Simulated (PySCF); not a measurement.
# Isomerisation enthalpies of C4H6S

**The experiment to reproduce.**

From CRC Handbook of Chemistry and Physics, for the gas at 298.15 K: enthalpy of formation of `C1=CCSC1` 86.9 kJ/mol; enthalpy of formation of `C1=CSCC1` (2,3-dihydrothiophene) 90.7 kJ/mol.

The runs below try to reproduce these values; the comparison stands at the end.

Differences of these values give the isomerisation enthalpies. Geometries: PBE0-D3(BJ)/def2-SVP; runs in PySCF, gas phase, with a dispersion term only where the level names one. Total electronic energies (Eh):

```
  SMILES  PBE0-D3(BJ)/def2-SVP  PBE0/pcSseg-1  CAM-B3LYP/def2-SVPD
C1=CCSC1            -553.64821     -553.83755           -553.89343
C1=CSCC1            -553.64968     -553.83875           -553.89328
```

Zero-point and thermal terms are left out, so the computed numbers are electronic energies.

## Comparison

Relative to `C1=CCSC1`, the lowest by measurement, in kJ/mol (measured: enthalpies at 298.15 K; computed: electronic energies):

```tsv
SMILES	measured	PBE0-D3(BJ)/def2-SVP	PBE0/pcSseg-1	CAM-B3LYP/def2-SVPD
C1=CCSC1	0.0	0.0	0.0	0.0
C1=CSCC1	3.8	-3.8	-3.2	0.4
```

Measured values: 86.9 kJ/mol (298.15 K; CRC Handbook of Chemistry and Physics) for the first row; the others come from the same table. Unsigned miss: CAM-B3LYP/def2-SVPD 3.4, PBE0/pcSseg-1 7.0, PBE0-D3(BJ)/def2-SVP 7.6 kJ/mol. PBE0-D3(BJ)/def2-SVP and PBE0/pcSseg-1 put another isomer lowest. Where a level misses, the cause wasn't examined.
